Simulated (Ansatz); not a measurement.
HBMg, singlet in cc-pVDZ: errors against full CI

Geometry: a point of a breathe scan, not a stationary point.

```
atom   x (Å)    y (Å)    z (Å)
   B  0.0000  -0.2442   2.0458
  Mg  0.0000   0.0581  -1.0201
   H  0.0000   1.2182   2.6544
```

Basis cc-pVDZ; Ansatz 0.2.0. Correlated methods freeze the noble-gas cores, which leaves 6 electrons in 31 orbitals. Prefix R: restricted or restricted open-shell reference; prefix U: unrestricted. Active spaces: valence = (6e, 9o) chosen from the atoms' valence shells; pair = (2e, 2o) about the gap. The metal's outer-core shells are frozen, which leaves out core–valence correlation.

Full CI is exact within this basis and frozen core; it isn't the basis-set limit. The frozen core follows each run's orbitals, which can shift R against U totals by a few meV.

Unrestricted rows (U) aren't spin-pure: their determinants' ⟨S²⟩ exceeds S(S+1) by up to 0.65, so they mix in states of higher spin.

The UHF ⟨S²⟩ is 0.647, the T1 diagnostic (RCCSD) is 0.0237 and the largest doubles amplitude (RCCSD) is 0.152.

| level | E − E(full CI) (mEh) | share of correlation (%) | wall time |
| --- | --- | --- | --- |
| RHF | 135.62 | 0.00 | – |
| UHF | 127.99 | 5.63 | – |
| RMP2 | 43.92 | 67.62 | – |
| UMP2 | 51.83 | 61.79 | – |
| CISD | 14.81 | 89.08 | 0.6 s |
| RCCSD | 4.82 | 96.44 | – |
| UCCSD | 6.72 | 95.05 | – |
| RCCSD(T) | 1.21 | 99.11 | 0.66 s |
| UCCSD(T) | 2.31 | 98.30 | 2.4 s |
| BCCD(T) | 1.22 | 99.10 | 0.75 s |
| RCCSDT | 0.16 | 99.88 | – |
| UCCSDT | 0.32 | 99.76 | – |
| RCCSDT(Q) | 0.02 | 99.99 | 1.9 s |
| UCCSDT(Q) | 0.00 | 100.00 | 7.5 s |
| CASSCF (pair space) | 112.83 | 16.80 | – |
| NEVPT2 (pair space) | 39.69 | 70.74 | 0.93 s |
| MRCISD (pair space) | 10.67 | 92.13 | – |
| MRCISD+Q (pair space) | -3.27 | 102.41 | 1.3 s |
| CASSCF (valence space) | 41.80 | 69.18 | – |
| NEVPT2 (valence space) | 13.45 | 90.08 | 3 s |
| MRCISD (valence space) | 2.29 | 98.31 | – |
| MRCISD+Q (valence space) | 1.19 | 99.12 | 4.5 s |

The correlation energy at full CI, counted from RHF, is -3.690 eV. That run took 47 s on 1 thread of Intel Xeon, shared host over 10,116,793 determinants.

Times hold each run's SCF and search for its determinant on a shared host, so for small cases they say little of a method's own cost; they ran on 1 thread of Intel Xeon.

Not variational, and here over 5 meV under the exact energy: MRCISD+Q (pair space).

The full-CI state has the irrep A' of Cs, in the program's axes.

Natural occupations of full CI about the gap: 1.934 1.882 1.811 0.110 0.060 0.055 0.038 0.037 0.030 0.008; effectively unpaired electrons, Σ n²(2−n)², 0.27.
